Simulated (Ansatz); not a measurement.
# H6OSSi: the cost of one run

Method: RKS B3LYP-D4/def2-mTZVP, in Ansatz 0.2.0.

## 1. The structure to begin with

Bond lengths: Si1–S2 2.522 Å, Si1–H3 1.473 Å, Si1–H4 1.450 Å, Si1–O5 1.615 Å, S2–H8 1.324 Å, O5–H9 0.955 Å. Angles: Si1–S2–H8 93.5°, S2–Si1–H3 92.8°, S2–Si1–H4 112.0°, S2–Si1–O5 110.1°, H3–Si1–H4 105.4°, H3–Si1–O5 106.3°, H4–Si1–O5 124.9°, Si1–O5–H9 121.9°.

As a file:

```xyz
9

Si   -0.6421   -0.2124    0.0648
S     1.8183   -0.6159   -0.3180
H    -1.0228   -1.4883   -0.5658
H    -1.0049   -0.3506    1.4620
O    -1.1737    0.9542   -0.9173
H     1.2653    0.9159    0.4442
H     0.3770    1.2266    0.7105
H     1.9911   -1.1878    0.8641
H    -1.6082    0.7584   -1.7446
```

## 2. A restrained relaxation towards end A

Springs on the bonds that form and break draw the guess towards this end; the thresholds are loose.

File input.yaml:

```yaml
crystal:
  periodic: [false, false, false]
  atoms:
    - { symbol: Si, position_ang: [-0.6421, -0.2124, 0.0648] }
    - { symbol: S, position_ang: [1.8183, -0.6159, -0.318] }
    - { symbol: H, position_ang: [-1.0228, -1.4883, -0.5658] }
    - { symbol: H, position_ang: [-1.0049, -0.3506, 1.462] }
    - { symbol: O, position_ang: [-1.1737, 0.9542, -0.9173] }
    - { symbol: H, position_ang: [1.2653, 0.9159, 0.4442] }
    - { symbol: H, position_ang: [0.377, 1.2266, 0.7105] }
    - { symbol: H, position_ang: [1.9911, -1.1878, 0.8641] }
    - { symbol: H, position_ang: [-1.6082, 0.7584, -1.7446] }
basis:
  gaussian: { orbitals: def2-mTZVP }
hamiltonian:
  xc: b3lyp
  dispersion: d4
relax:
  f_tol: 0.15
  max_steps: 25
  restrain:
    - { distance: [0, 6], at: 2.72, k: 30.0 }
    - { distance: [5, 1], at: 2.66, k: 30.0 }
    - { distance: [0, 1], at: 2.16, k: 30.0 }
    - { distance: [5, 6], at: 0.62, k: 30.0 }
```

The run is started by

```bash
$ ansatz run input.yaml --threads 2 --pin off --max-ram 3072MiB --backend cpu --events-out ev --progress --plain --runs-dir out
```

What time and memory should one allow on 2 threads of Arm Neoverse V1, shared host?

About 32 s, with a peak of 0.16 GiB.
